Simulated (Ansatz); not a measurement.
# H₃S₂O+ (SMILES [OH2+]SS): a rigid scan of the bond length O1–H5

One table from this session's results is given with a row withheld; the runs are named, their logs left out.

Program: Ansatz 0.2.0, Gaussian basis. Level of theory: single points in def2-TZVPP. These are calculated values, not measurements.

Levels: PBE-D4, r2SCAN-D4, PBE0-D4, B3LYP-D4, wB97M-V, Hartree-Fock, MP2, CCSD, CCSD(T). The scan takes 0.836, 0.865, 0.906, 0.955, 1.010, 1.068, 1.130, 1.195, 1.264 Å.

Correlated methods freeze the cores. B3LYP uses VWN-RPA correlation.

43 further runs of the same task are left out: 43 set aside as unsound or not needed.

### Where the work starts

6 atoms, charge 1, spin multiplicity 1.

Atoms are counted from 1 here; the program's logs count them from 0.

Bond lengths: O1–H4 0.973 Å, O1–H5 0.973 Å, S2–S3 1.922 Å, S3–H6 1.365 Å. Angles: H4–O1–H5 109.1°, S2–S3–H6 101.8°.

Coordinates:

```xyz
6
charge 1, multiplicity 1
O    -0.9942    0.4087   -0.5975
S     0.0132   -0.9351    0.6199
S     1.8737   -0.6618    0.2211
H    -1.4879   -0.0607   -1.2920
H    -1.6157    0.9362   -0.0669
H     2.2111    0.3127    1.1155
```

The first run:

Input file relax/in.yaml:

```yaml
crystal:
  periodic: [false, false, false]
  atoms:
    - {symbol: O, position_ang: [-0.994230, 0.408690, -0.597520]}
    - {symbol: S, position_ang: [0.013170, -0.935080, 0.619890]}
    - {symbol: S, position_ang: [1.873690, -0.661820, 0.221120]}
    - {symbol: H, position_ang: [-1.487940, -0.060680, -1.292000]}
    - {symbol: H, position_ang: [-1.615730, 0.936230, -0.066950]}
    - {symbol: H, position_ang: [2.211050, 0.312660, 1.115450]}
basis:
  gaussian: {orbitals: def2-TZVP}
total_charge: 1
hamiltonian: {xc: pbe0, dispersion: d4}
relax: {f_tol: 0.005, max_steps: 200}
```

No record of the launch command was kept for these runs.

Steps of the session up to this table: Relaxation at PBE0-D4; Reference energies at the minimum; O1–H5 = 0.836 Å; O1–H5 = 0.865 Å; O1–H5 = 0.906 Å; O1–H5 = 0.955 Å; O1–H5 = 1.010 Å; O1–H5 = 1.068 Å; O1–H5 = 1.130 Å; O1–H5 = 1.195 Å; O1–H5 = 1.264 Å.

One of the session's tables, all rows but one given; the rest of the session is left out.

Energies less that of the minimum at the same level (meV):

| bond length (Å) | PBE-D4 | PBE0-D4 | B3LYP-D4 | wB97M-V | Hartree-Fock |
| --- | --- | --- | --- | --- | --- |
| 0.836 | 682 | 613 | 626 | 615 | 484 |
| 0.865 | 404 | 349 | 360 | 351 | 247 |
| 0.906 | 151 | 117 | 125 | 118 | 53 |
| 0.955 | 14 | 5 | 8 | 6 | -11 |
| 0.972 (minimum) | 0 | 0 | 0 | 0 | 0 |
| 1.010 | 16 | 36 | 31 | 35 | 74 |
| 1.068 | 140 | 192 | 177 | 188 | 287 |
| 1.130 | ? | ? | ? | ? | ? |
| 1.195 | 656 | 778 | 739 | 769 | 1001 |
| 1.264 | 1001 | 1162 | 1108 | 1153 | 1457 |

Estimate the missing values for bond length (Å) = 1.130.

Worked estimate for «PBE-D4». A straight line through the neighbours (1.068, 140) and (1.195, 656) gives 140 + (656 − 140) × (1.130 − 1.068) / (1.195 − 1.068) = 392; a parabola fitted to 4 rows on both sides gives 364.

**Answer.** PBE-D4: 363; PBE0-D4: 448; B3LYP-D4: 422; wB97M-V: 442; Hartree-Fock: 606. In «PBE-D4» the line misses by +29 and the parabola by +1.

Caveats from the session: A polynomial through the near points puts the CCSD(T) minimum 0.002 Å below the PBE0-D4 value.
